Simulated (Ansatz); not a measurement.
Energy needed to pull apart BH3O2 (SMILES OBO), singlet, into free ground-state atoms, from the structure below (displaced at random from a GFN2-xTB minimum); no zero-point or spin–orbit terms; open-shell atoms are treated unrestricted, in their ground-state multiplicity.

O1  (-0.813, -0.186, -0.747)
B2  (0.267, -0.056, -0.327)
O3  (0.757, 0.202, 0.943)
H4  (-1.666, -0.179, 0.035)
H5  (1.151, -0.033, -1.162)
H6  (0.165, 0.207, 1.420)
(Å)

Computed with Ansatz 0.2.0 (basis: def2-TZVPP); correlated methods freeze the cores.

```csv
method,atomization energy (kJ/mol)
PBE-D4,2135
r2SCAN-D4,2102
PBE0-D4,?
CAM-B3LYP-D4,2109
wB97X-V,2074
wB97M-V,2098
HF,1424
MP2,?
CCSD,1986
CCSD(T),2020
```

Q: What does PBE0-D4 give? (Judge from chemistry; the value comes from the calculation.)

A: The calculation gives: 2076 kJ/mol, which is about 56 kJ/mol more than CCSD(T)/def2-TZVPP.

Q: What does MP2 give? (Judge from chemistry; the value comes from the calculation.)

A: Computed: 2091 kJ/mol, which is about 71 kJ/mol more than CCSD(T)/def2-TZVPP.

In triple zeta the MP2 and coupled-cluster atomization energies are still short of their basis limit by a few kcal/mol a bond, whereas those of the functionals are nearly converged, so these differences are not deviations from converged CCSD(T).

The T1 diagnostic stays at or below 0.013.

For scale, one of the runs: CCSD(T)/def2-TZVPP forces, 135 basis functions (an equivalent command: `ansatz run in.yaml --threads 4`). The run took 26 s on 4 CPU threads (shared host), with 1.4 GiB of host memory at its peak.
